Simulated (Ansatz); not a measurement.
Basis sets compared for Li3H3⁻. The state is a doublet with charge -1. Geometry PBE-D4/def2-TZVPD. Ansatz on 4 threads of Arm Neoverse V1 on a shared host; times are rough, and most runs start from earlier orbitals.

Cartesian coordinates in Å:
```
Li 0.553 -1.234 -1.145
Li -0.952 1.355 -0.629
Li 0.201 -0.079 0.984
H -0.913 -0.408 -0.616
H -0.291 1.639 0.993
H 1.402 -1.273 0.414
```

At HF/6-31G, PBE-D4/def2-SVPD, PBE-D4/def2-TZVPD, PBE0-D4/def2-SVPD and others the highest occupied level of the charge -1 doublet lies above zero (up to 1.21 eV). In Hartree–Fock with 6-31G the lack of diffuse functions raises the level. Energy differences put its binding near zero (0.08 eV; vertical, to the charge 0 singlet, at CCSD(T)/def2-TZVPPD), which leaves it undecided. The structure comes from a short search, and lower isomers may exist.

| level | functions | energy (Eh) | HOMO (eV) | LUMO (eV) | wall time |
| --- | --- | --- | --- | --- | --- |
| HF/6-31G | 33 | -24.0526 | 0.22 | 3.80 | 0.1 s |
| PBE-D4/def2-SVPD | 60 | -24.2719 | 1.21 | 1.65 | 0.65 s |
| PBE0-D4/def2-SVPD | 60 | -24.2884 | 0.85 | 2.02 | 0.65 s |

Q: Estimate the rows for HF/def2-TZVPD, PBE-D4/def2-TZVPD, PBE0-D4/def2-TZVPD.

A: 
```json
{"level": "HF/def2-TZVPD", "functions": "78", "energy (Eh)": "-24.0840", "HOMO (eV)": "-0.01", "LUMO (eV)": "2.88", "wall time": "0.2 s"}
{"level": "PBE-D4/def2-TZVPD", "functions": "78", "energy (Eh)": "-24.2916", "HOMO (eV)": "1.14", "LUMO (eV)": "1.51", "wall time": "0.75 s"}
{"level": "PBE0-D4/def2-TZVPD", "functions": "78", "energy (Eh)": "-24.3069", "HOMO (eV)": "0.80", "LUMO (eV)": "1.84", "wall time": "1.6 s"}
```
